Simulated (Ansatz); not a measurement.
# Cost against result

Saddle point of Si$_{2}$NH$_{7}$, singlet (Si₂NH₇ ([NH2][SiH2][SiH3]) → Si₂H₄ ([SiH][SiH3]) + NH₃ (still joined by a long Si–N bond); bonds formed: N2–H3; bonds broken: Si1–H3; bonds weakened to dative contacts: Si1–N2), PBE0-D4/def2-TZVP structure:

| atom | x (Å) | y (Å) | z (Å) |
| --- | --- | --- | --- |
| Si1 | -0.6373 | -0.7873 | 0.1224 |
| N2 | 1.1774 | -1.3221 | 0.0204 |
| H3 | 0.1358 | -2.1055 | -0.4104 |
| H4 | -0.8434 | -0.9590 | 1.5944 |
| Si5 | -0.8009 | 1.5278 | -0.2557 |
| H6 | 1.7997 | -1.3973 | 0.8175 |
| H7 | 1.6768 | -1.1065 | -0.8308 |
| H8 | 0.1044 | 2.3005 | 0.6460 |
| H9 | -0.4147 | 1.8489 | -1.6587 |
| H10 | -2.1978 | 2.0004 | -0.0451 |

Barriers are electronic and count from the start structure reached by relaxing down the imaginary mode.

Ansatz 0.2.0; basis: as named in each row; cores frozen in the correlated methods. B3LYP uses VWN-RPA correlation. Extrapolation: Hartree–Fock as exp(−7.88 √X), correlation as X^−2.97.

Times are rough, for one single point on 2 threads of a shared host (AMD EPYC 7R43).

The estimate by CCSD(T) at an estimated basis limit (MP2 extrapolated from triple and quadruple zeta, plus CCSD(T) − MP2 in triple zeta) is 3.107 eV.

```tsv
method	basis	time (s)	barrier (eV)	method less estimate
HF	STO-3G	under 1	4.765	1.658
PBE-D4	STO-3G	under 1	3.113	0.006
SPW92	def2-SVP	under 1	2.374	-0.732
B3LYP-D4	6-31G	under 1	2.509	-0.597
PBE-D4	def2-SVP	under 1	2.527	-0.580
PBE0-D4	def2-SVP	under 1	2.817	-0.289
SPW92	def2-TZVPP	1	2.498	-0.609
PBE-D4	def2-TZVPP	2	2.639	-0.468
BLYP-D4	def2-TZVPP	2	2.780	-0.326
CCSD(T)	def2-SVP	2	3.033	-0.073
B3LYP-D4	def2-TZVPP	3	3.004	-0.103
BHLYP-D4	def2-TZVPP	3	3.341	0.235
PBE0-D4	def2-TZVPP	3	2.925	-0.182
CAM-B3LYP-D4	def2-TZVPP	3	3.143	0.036
wB97M-V	def2-SVP	4	2.939	-0.168
r2SCAN-D4	def2-TZVPP	4	2.886	-0.221
r2SCAN0-D4	def2-TZVPP	4	3.077	-0.029
RPA on PBE	def2-TZVPP	4	3.025	-0.082
B2PLYP	def2-TZVPP	6	3.075	-0.032
PBE-QIDH	def2-TZVPP	6	3.140	0.034
wB97X-V	def2-TZVPP	7	3.175	0.069
B97M-V	def2-TZVPP	8	2.933	-0.174
wB97M-V	def2-TZVPP	8	3.070	-0.036
MP2	def2-QZVPP	21	3.129	0.022
CCSD(T)	def2-TZVPP	46	3.103	-0.004
```

All methods are single points on the PBE0-D4 structures.

The T1 diagnostic stays at or below 0.015. The restricted Hartree–Fock reference is unstable towards an unrestricted one at one or more of these structures.

Losses and insertions of silylenes and their heavier kin drive the gas-phase chemistry of silicon and germanium vapour deposition.

Labels in which every atom is bracketed show which atoms are joined, not bond orders.
